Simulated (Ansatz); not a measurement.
`C[BH][AlH2]` + H₂ → `BC` + `[AlH3]` at 298.15 K and 1 bar (hydrogenolysis of a B–Al bond).

Computed with Ansatz on PBE0-D4/def2-TZVP structures; ΔE is electronic, products minus reactants. CCSD(T)/CBS is the MP2 limit (def2-TZVPP, def2-QZVPP) plus CCSD(T) − MP2 in def2-TZVPP, frozen cores. This one scheme is used for every species.

| species | CCSD(T)/CBS energy (Eh) | H − E (kJ/mol) | S (J/(mol·K)) |
| --- | --- | --- | --- |
| `C[BH][AlH2]` | -308.41859 | 177.5 | 309.9 |
| H₂ | -1.17544 | 35.1 | 130.4 |
| `BC` | -65.83255 | 158.6 | 247.5 |
| `[AlH3]` | -243.78045 | 58.9 | 207.5 |

H − E and S are ideal-gas, rigid-rotor, harmonic terms from PBE0-D4/def2-TZVP, for one conformer and one mirror image of each species. The MP2-based limit puts H₂ 0.8 mEh under its directly extrapolated value; such offsets cancel only in part. 1 Eh = 2625.50 kJ/mol, R = 8.31446 J/(mol·K).

Question: By hand: ΔE, ΔH, ΔS and ΔG.

Answer: ΔE = (-65.83255) + (-243.78045) − (-308.41859) − (-1.17544) = -0.01897 Eh = -49.8 kJ/mol. Δ(H − E) = 158.6 + 58.9 − 177.5 − 35.1 = 4.9, so ΔH = -44.9 kJ/mol. ΔS = 247.5 + 207.5 − 309.9 − 130.4 = 14.7 J/(mol·K). ΔG = -44.9 − 298.15 × (14.7)/1000 = -49.3 kJ/mol.

Question: By hand: the equilibrium constant, and the temperature at which ΔG would vanish if ΔH and ΔS stayed fixed.

Answer: log₁₀ K = −ΔG/(RT ln 10) = 8.6. ΔH and −TΔS have one sign here, so there is no such temperature.

The number of gas molecules stays the same, so ΔS is small and ΔH decides. A doubt of 5 kJ/mol in ΔE shifts log₁₀ K by 0.9 here. Other conformers and mirror images would add mixing entropy, several J/(mol·K) or more a flexible species. These are equilibria of isolated gas molecules and say nothing of rates. Largest T1 diagnostic: 0.011 (customary marks: 0.02 for closed shells, 0.045 for open ones).
